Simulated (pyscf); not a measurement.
Single points on ωB97X-D3(BJ)/def2-SVP structures (PySCF, gas phase). Correlated levels are frozen-core, on RHF or UHF. ΔMP2 is the change of the MP2 total energy from the triple- to the quadruple-zeta basis.

H₃C–CH₂–B=O -> HB=O + H₂C=CH₂
Surface: singlet. Broken: B–C, C–H. Formed: B–H. Give ΔE‡ and ΔE from CCSD(T)/def2-TZVPP + ΔMP2(QZVPP), relative to the reactant's lowest minimum found.

ΔE‡ = 86.7 kcal/mol, ΔE = +37.1 kcal/mol. Zero-point energy shifts the barrier by -2.9 kcal/mol. It is an elimination, with an imaginary mode of 911i cm⁻¹. On the reactant side the descent ends in a point that may be a rotor saddle (no frequency run), 2.5 kcal/mol over the lowest minimum found and 83.6 kcal/mol under the saddle at ωB97X-D3(BJ)/def2-TZVP. At the saddle there is also a short B–C contact that neither side keeps. This is the saddle that the search found; another between the same sides may lie lower. The CCSD(T) − MP2 part came from Ansatz, without density fitting, on the same reference.
